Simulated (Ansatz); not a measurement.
# Two structures, one formula

Two relaxed structures of MgBH4O (charge +1), closed shell (PBE0-D4/def2-TZVP; forces vanish, vibrations not checked).

A:

```xyz
7
angstrom
B -1.8164 0.3822 -1.0998
Mg 0.0915 -0.0177 0.0487
O 1.7927 -0.3772 1.0839
H -2.3166 -0.4953 -1.7315
H -2.3066 1.4677 -1.0634
H 2.2559 0.2409 1.6656
H 2.2995 -1.2005 1.0965
```

B:

```tsv
atom	x (Å)	y (Å)	z (Å)
B1	-1.3808	-0.2999	-1.0228
Mg2	0.3225	0.7927	0.3155
O3	1.6980	-0.5375	0.9870
H4	-2.2944	-0.6703	-1.7012
H5	0.4443	2.4250	0.6974
H6	2.4293	-0.2174	1.5313
H7	1.8117	-1.4895	0.8904
```

Ansatz 0.2.0; basis: def2-TZVPP; cores frozen in the correlated methods. The outer core shell of Li, Na, Mg and K is correlated. The def2 sets are not built for correlating such inner shells, so the correlated values are less sure here. B3LYP uses VWN-RPA correlation.

Which structure is lower at CCSD(T), and by how much? (Judge from chemistry; the value comes from the calculation.)

The calculation gives: A, by 1.951 eV (electronic energy, against the other). By their contacts, A is MgBH₄O ([BH2][Mg][OH2]), total charge +1 and B is MgBH₄O ([BH][MgH][OH2]), total charge +1.

All methods give the same order:

| method | E(B) − E(A) (eV) |
| --- | --- |
| PBE-D4 | 2.277 |
| r2SCAN-D4 | 2.215 |
| PBE0-D4 | 2.238 |
| B3LYP-D4 | 2.115 |
| wB97M-V | 2.064 |
| HF | 1.652 |
| MP2 | 2.088 |
| CCSD | 1.903 |
| CCSD(T) | 1.951 |

No T1 diagnostic of these runs exceeds 0.009.

Labels in which every atom is bracketed show which atoms are joined, not bond orders.

For scale, one of the runs: CCSD(T)/def2-TZVPP, 150 basis functions, launched by `ansatz run in.yaml --threads 2 --pin off --events-out ev --progress --plain --max-ram 4352MiB`. The run took 26 s on 2 CPU threads of an Arm Neoverse V1 (shared host), with 1.1 GiB of host memory at its peak.
